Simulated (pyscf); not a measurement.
Thermochemistry of product channels of HO–Ti(OH)(Cl)–Cl on the singlet surface, in kcal/mol, from ωB97M-D3(BJ)/def2-TZVP energies (ideal gas, 1 atm, RRHO with modes under 100 cm⁻¹ raised to 100, one conformer, R ln 2 for chiral ones without a mode under 150 cm⁻¹). Optimised with ωB97X-D3(BJ)/def2-SVP in PySCF.

| products | ΔE | ΔH(298 K) | ΔG(600 K) | ΔG(1200 K) |
|---|---|---|---|---|
| water (H₂O) + O=Ti(Cl)–Cl | [?] | +49.9 | +31.4 | +15.2 |
| O=Ti(OH)–Cl + hydrogen chloride (HCl) | +54.4 | +52.5 | +34.3 | [?] |

Task: What belongs in the gaps?

Result: 
- water (H₂O) + O=Ti(Cl)–Cl, ΔE: +50.1
- O=Ti(OH)–Cl + hydrogen chloride (HCl), ΔG(1200 K): +17.6

These are energies of the channels, which say nothing of barriers.
